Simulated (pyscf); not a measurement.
This saddle point was located with ωB97X-D3(BJ)/def2-SVP in PySCF.

```xyz
9

Ge    -0.0424     0.4761    -0.3034
H     -1.3507    -1.1053    -0.0352
H      0.8638     1.7170     0.0308
H     -1.1071     1.0230    -1.2550
H      0.9341    -0.5891    -0.8035
N     -0.6452     0.2445     1.5929
H     -1.2230    -0.6363     1.0597
H      0.0845    -0.0104     2.2634
H     -1.2057     1.0091     1.9781
```
Charge 0, spin multiplicity 1.

Surface: singlet, charge 0. Lowest wavenumbers (cm⁻¹): 1368i, 238, 289, 494, 632.

Problem. Name the species on either side of this saddle.

Solution. GeH₄ + NH₃ ⇌ H₂N–GeH₃ + H₂, a four-centre exchange read from left to right: Ge–H, H–N broken and Ge–N, H–H formed. At ωB97M-D3(BJ)/def2-TZVP it lies +51.2 kcal/mol from the left side and +44.5 kcal/mol from the right (each side as separated species at their lowest minima found). One saddle was located; it need not be the lowest between these sides. Elements up to Kr have no core potential and no relativistic terms here.
